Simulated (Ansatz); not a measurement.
**SiH4S (SMILES [H][Si]([H])([H])S): levels of theory compared**

Wanted: a comparison of 6 runs (UHF/STO-3G, UB3LYP/STO-3G, RPA@PBE/STO-3G, UMP2/STO-3G, CCSDTQ/STO-3G, FCI/STO-3G) of SiH4S. 

Program for the calculation: Ansatz 0.2.0.

54 further runs of the same task are left out: 54 set aside as unsound or not needed.

## 1. The system as given

The species is SiH4S (6 atoms), meant as a singlet with charge 0. As SMILES, `[H][Si]([H])([H])S`. The H6–Si1 distance was set to 2.186 Å, away from the relaxed value. At this shape a bond of the SMILES string is far longer than usual.

Bond lengths: Si1–S2 2.147 Å, S2–H3 1.325 Å, Si1–H4 1.452 Å, Si1–H5 1.457 Å. Angles: Si1–S2–H3 97.0°, S2–Si1–H4 103.2°, S2–Si1–H5 107.7°, H4–Si1–H5 113.2°. A long bond or contact: Si1–H6 2.186 Å.

## 2. A single-point energy at UHF/STO-3G (run 1)

The input, in.yaml:

```yaml
crystal:
  periodic: [false, false, false]
  atoms:
    - {symbol: Si, position_ang: [0.552261, 0.590732, -0.340863]}
    - {symbol: S, position_ang: [0.604771, 0.625092, 1.805187]}
    - {symbol: H, position_ang: [-0.705759, 0.665182, 1.998957]}
    - {symbol: H, position_ang: [1.957061, 0.584582, -0.706233]}
    - {symbol: H, position_ang: [-0.152179, 1.785872, -0.786443]}
    - {symbol: H, position_ang: [-0.500900, -1.225100, -0.952020]}
basis:
  gaussian:
    orbitals: STO-3G
hamiltonian:
  xc: hf
total_charge: 0
accuracy: high
magnetization:
  spin_polarized: true
  initial_magnetization: 0
```

Started as:

```sh
$ ansatz run in.yaml --threads 1 --pin off --max-ram 2610MiB --events-out events.jsonl --progress --plain --runs-dir runs
```

Standard output:

```text
Warning: RAYON_NUM_THREADS=1 ignored (pool sized by the plan → 1); use --threads N
Functional definition: HF
  name "HF"
  exchange = exact_x
  correlation = 0
388 factors; integrals over basis functions are off by at most 1.4e-8 eV
mean field evaluation 1: about -18528.5411 eV, gradient 1.2e1 eV
mean field evaluation 2: about -18528.5488 eV, gradient 1.2e1 eV
mean field evaluation 4: about -18530.1709 eV, gradient 5.3e-1 eV
mean field evaluation 8: about -18530.1735 eV, gradient 3.7e-6 eV
mean field evaluation 16: about -18530.6039 eV, gradient 1.0e-1 eV
mean field evaluation 32: about -18530.5931 eV, gradient 2.5e-4 eV
mean field evaluation 64: about -18530.1735 eV, gradient 1.1e-7 eV
mean field -18530.59306079 eV, -680.9867344969 hartree, gradient 2.1e-8 eV, S^2 0.506908; 3 other end points of the search recorded, 0 dependent functions left out
reference -18530.59306079 eV, -680.9867344969 hartree; 17, 17 occupied and 5, 5 virtual orbitals, 388 factors
Total energy: -18530.59306079 eV, -680.9867344969 hartree
```

Run time: 0.28 s. Hardware: 1 thread of Arm Neoverse V1, shared host.

## 3. The energy at UB3LYP/STO-3G (run 2)

The input, run.yaml:

```yaml
crystal:
  periodic: [false, false, false]
  atoms:
    - {symbol: Si, position_ang: [0.552261, 0.590732, -0.340863]}
    - {symbol: S, position_ang: [0.604771, 0.625092, 1.805187]}
    - {symbol: H, position_ang: [-0.705759, 0.665182, 1.998957]}
    - {symbol: H, position_ang: [1.957061, 0.584582, -0.706233]}
    - {symbol: H, position_ang: [-0.152179, 1.785872, -0.786443]}
    - {symbol: H, position_ang: [-0.500900, -1.225100, -0.952020]}
basis:
  gaussian:
    orbitals: STO-3G
hamiltonian:
  xc: {name: B3LYP}
magnetization:
  spin_polarized: true
  initial_magnetization: 0
accuracy: high
```

Started as:

```sh
$ ansatz run run.yaml --threads 1 --pin off --max-ram 2610MiB --events-out events.jsonl --progress --plain --runs-dir runs
```

Standard output:

```text
Warning: RAYON_NUM_THREADS=1 ignored (pool sized by the plan → 1); use --threads N
Functional definition: B3LYP
  name "B3LYP"
  parameter a0 = 0.2
  parameter ax = 0.72
  parameter ac = 0.81
  exchange = (1 - a0 - ax)*slater_x + ax*b88_x + a0*exact_x
  correlation = (1 - ac)*vwn_rpa_c + ac*lyp_c
388 factors; integrals over basis functions are off by at most 1.4e-8 eV
mean field evaluation 1: about -18561.9549 eV, gradient 1.5e1 eV
mean field evaluation 2: about -18559.5254 eV, gradient 2.0e1 eV
mean field evaluation 4: about -18564.1667 eV, gradient 5.0e-1 eV
mean field evaluation 8: about -18564.1104 eV, gradient 3.3e-3 eV
mean field evaluation 16: about -18564.1104 eV, gradient 4.3e-8 eV
mean field -18564.11037218 eV, -682.2184729718 hartree, gradient 4.3e-8 eV, S^2 0.000000; 1 other end points of the search recorded, 0 dependent functions left out
reference -18564.11040088 eV, -682.2184740264 hartree; 17, 17 occupied and 5, 5 virtual orbitals, 388 factors
Total energy: -18564.11040088 eV, -682.2184740264 hartree
```

It took 2.2 s on 1 thread of Arm Neoverse V1, shared host; peak memory 0.14 GiB.

Runs 3 to 5 aren't shown in full; the table further down has their settings and results.

## 4. A single-point energy at FCI/STO-3G (run 6)

The input, job.yaml:

```yaml
crystal:
  periodic: [false, false, false]
  atoms:
    - {symbol: Si, position_ang: [0.552261, 0.590732, -0.340863]}
    - {symbol: S, position_ang: [0.604771, 0.625092, 1.805187]}
    - {symbol: H, position_ang: [-0.705759, 0.665182, 1.998957]}
    - {symbol: H, position_ang: [1.957061, 0.584582, -0.706233]}
    - {symbol: H, position_ang: [-0.152179, 1.785872, -0.786443]}
    - {symbol: H, position_ang: [-0.500900, -1.225100, -0.952020]}
basis:
  gaussian:
    orbitals: STO-3G
correlation:
  method: fci
  frozen_orbitals: {H: 0, S: 5, Si: 5}
accuracy: high
```

Started as:

```sh
$ ansatz run job.yaml --threads 1 --pin off --max-ram 2610MiB --events-out events.jsonl --progress --plain --runs-dir runs
```

Standard output:

```text
Warning: RAYON_NUM_THREADS=1 ignored (pool sized by the plan → 1); use --threads N
[... 4 set-up lines as earlier in the session ...]
388 factors; integrals over basis functions are off by at most 1.4e-8 eV
mean field evaluation 1: about -18528.5411 eV, gradient 1.7e1 eV
mean field evaluation 2: about -18528.5488 eV, gradient 1.7e1 eV
mean field evaluation 4: about -18530.1709 eV, gradient 7.5e-1 eV
mean field evaluation 8: about -18530.1735 eV, gradient 1.9e-5 eV
mean field -18530.17352452 eV, -680.9713168234 hartree, gradient 1.2e-8 eV, S^2 0.000000; 0 other end points of the search recorded, 0 dependent functions left out; unrestricted orbitals would lower it
mean field evaluation 16: about -18530.5931 eV, gradient 3.2e-1 eV
10 core orbitals not correlated: weight in the atoms' cores, before any rotation towards them, 1.000 or more for the frozen orbitals, at most 0.000 for the correlated occupied ones
reference -18530.17352452 eV, -680.9713168234 hartree; 7, 7 occupied and 5, 5 virtual orbitals, 388 factors
state -18533.77077026 eV, -681.1035131659 hartree
Total energy: -18533.77077026 eV, -681.1035131659 hartree
```

Run time: 3 s. Hardware: 1 thread of Arm Neoverse V1, shared host; peak memory 0.11 GiB.

## 5. All runs side by side

```tsv
run	level	frozen core orbitals	energy (Eh)	wall time
1	UHF/STO-3G	–	-680.986734	0.28 s
2	UB3LYP/STO-3G	–	-682.218474	2.2 s
3	RPA@PBE/STO-3G	10	-681.150293	1.9 s
4	UMP2/STO-3G	10	-681.046526	0.28 s
5	CCSDTQ/STO-3G	10	-681.103516	3.6 s
6	FCI/STO-3G	10	-681.103513	3 s
```

## 6. Results

| quantity | value |
| --- | --- |
| run 6: total energy | -681.10351 Eh |
| run 6: correlation energy (10 core orbitals frozen) | -132.2 mEh |

Against full CI in this basis: UHF +116.8 mEh; UMP2 +57.0 mEh; CCSDTQ -0.0 mEh. In run 5 the log says that unrestricted orbitals would lower the reference, so the values rest on an unstable closed-shell determinant (other closed-shell runs at this shape may share the fault). In runs 1, 2, 3, 4, 5, 6 the basis is minimal, so the values are rough. Spin contamination of the reference: run 1 ⟨S²⟩ = 0.51, run 4 ⟨S²⟩ = 0.51. All runs together took 11 s, the longest 3.6 s.
